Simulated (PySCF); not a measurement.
Ionisation energies (eV) were calculated with PySCF 2.14 by LDA, UHF, PBE0, in another order, as differences of total energies without spin-orbit coupling. The measured values are between term centres (NIST).

```
                                                                              species  measured       A       B       C
              Be (x2c-TZVPPall with one added diffuse shell of s type, spin-free X2C)     9.323   8.043   8.971   9.022
    F (x2c-TZVPPall with one added diffuse shell each of s, p, d type, spin-free X2C)    17.427  15.645  17.429  17.932
Co (x2c-TZVPPall with one added diffuse shell each of s, p, d, f type, spin-free X2C)     7.869   8.292   7.881   7.909
   Br (x2c-TZVPPall with one added diffuse shell each of s, p, d type, spin-free X2C)    11.844  10.721  11.799  12.079
Tc (x2c-TZVPPall with one added diffuse shell each of s, p, d, f type, spin-free X2C)     7.119   5.541   6.718   7.319
Cd (x2c-TZVPPall with one added diffuse shell each of s, p, d, f type, spin-free X2C)     8.994   7.332   8.766   9.409
Re (x2c-TZVPPall with one added diffuse shell each of s, p, d, f type, spin-free X2C)     7.834   5.960   7.472   8.184
Tl (x2c-TZVPPall with one added diffuse shell each of s, p, d, f type, spin-free X2C)     5.464   5.000   5.437   5.575
```

Task: Which column is which method?

Result: A is UHF (mean error -1.17 eV); B is PBE0 (mean error -0.17 eV); C is LDA (mean error 0.19 eV). Hartree-Fock lacks the correlation of the electron removed and comes out lowest. PBE0, with a quarter of exact exchange, lies close to experiment on average. LDA overbinds the outer electron and comes out highest.
